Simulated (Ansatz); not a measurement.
Energy needed to pull apart SiH₂Cl (SMILES [SiH2]Cl), doublet, into free ground-state atoms, from the structure below (displaced at random from a GFN2-xTB minimum); no zero-point or spin–orbit terms; open-shell atoms are treated unrestricted, in their ground-state multiplicity.

Si1  (-0.276, 0.246, 0.126)
Cl2  (1.627, -0.051, 0.817)
H3  (-1.048, -0.980, 0.257)
H4  (-0.242, 0.778, -1.229)
(Å)

Ansatz 0.2.0; basis: def2-TZVPP; cores frozen in the correlated methods; orbitals are unrestricted.

```json
{"method": "SPW92", "atomization energy (kJ/mol)": "1131"}
{"method": "PBE-D4", "atomization energy (kJ/mol)": "1013"}
{"method": "r2SCAN-D4", "atomization energy (kJ/mol)": "1031"}
{"method": "B97M-V", "atomization energy (kJ/mol)": "1031"}
{"method": "PBE0-D4", "atomization energy (kJ/mol)": "1010"}
{"method": "wB97M-V", "atomization energy (kJ/mol)": "?"}
{"method": "HF", "atomization energy (kJ/mol)": "783"}
{"method": "MP2", "atomization energy (kJ/mol)": "992"}
{"method": "CCSD", "atomization energy (kJ/mol)": "?"}
{"method": "CCSD(T)", "atomization energy (kJ/mol)": "983"}
```

Question: What does CCSD give? (To be estimated.)

Answer: Computed: 972 kJ/mol, which is about 11 kJ/mol less than CCSD(T)/def2-TZVPP.

Question: What does wB97M-V give? (Judge from chemistry; the value comes from the calculation.)

Answer: The calculation gives: 1017 kJ/mol, which is about 33 kJ/mol more than CCSD(T)/def2-TZVPP.

In triple zeta the MP2 and coupled-cluster atomization energies are still short of their basis limit by a few kcal/mol a bond, whereas those of the functionals are nearly converged, so these differences are not deviations from converged CCSD(T).

No T1 diagnostic of these runs exceeds 0.013. ⟨S²⟩ of the unrestricted Hartree–Fock references: 0.75 (a pure state has 0.75).

For scale, one of the runs: CCSD(T)/def2-TZVPP forces, 112 basis functions (an equivalent command: `ansatz run in.yaml --threads 4`). Hardware: 4 CPU threads, shared host. Wall time 23 s; peak host memory 1.3 GiB.
